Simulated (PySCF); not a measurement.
Gas-phase XPS of `C#CC1=C[C@@H]1F`, computed

Species: C5H3F.
Structure used (PBE0-D3(BJ)/def2-SVP), in Å, numbered top down from 1:
```
atom  x, y, z in Å
C1     2.5287   -0.4009   -0.0645
C2     1.3319   -0.2114   -0.1389
C3    -0.0499   -0.0095   -0.1896
C4    -1.1541    0.2562   -0.8552
C5    -1.3066    0.0743    0.5865
F6    -1.5201    1.1674    1.3812
H7     3.5894   -0.5611    0.0011
H8    -1.6278    0.4945   -1.8051
H9    -1.7811   -0.8046    1.0452
```

Method used: PySCF, delta-SCF UKS SCAN, pcX-2 on the ionised atom, pcseg-1 elsewhere, spin-free X2C. Each binding energy is the total energy of the core-ionised species, with the hole localised on one atom, minus that of the ground state; both are solved self-consistently, so orbital relaxation is included.

Task: Give the core binding energies atom by atom.

Result: 
```
atom(s)                 bonded to  level  binding energy (eV)  above the level's lowest (eV)  count
     C1     C (triple bond) and H   C 1s               290.66                           0.00      1
     C4  C (double bond), C and H   C 1s               291.12                          +0.46      1
     C2     C (triple bond) and C   C 1s               291.36                          +0.70      1
     C3   C (double bond) and 2 C   C 1s               291.96                          +1.30      1
     C5              F, 2 C and H   C 1s               293.42                          +2.76      1
     F6                         C   F 1s               692.07                           0.00      1
```

Lowest listed C 1s: C1, bonded to C (triple bond) and H. Highest, 2.76 eV above it: C5, bonded to F, 2 C and H.

Task: Give the binding energy of C 1s of C3 in hartree and in kJ/mol.

Result: 291.96 eV = 10.7293 Eh = 28170 kJ/mol.

Spin contamination (⟨S²⟩ against 0.75 for a pure doublet) is marked for C 1s of C1 (0.88), C 1s of C2 (0.93) and C 1s of C3 (0.90), which makes these values less certain. Geometry: PBE0-D3(BJ)/def2-SVP; no solvent, vibrations or thermal averaging.
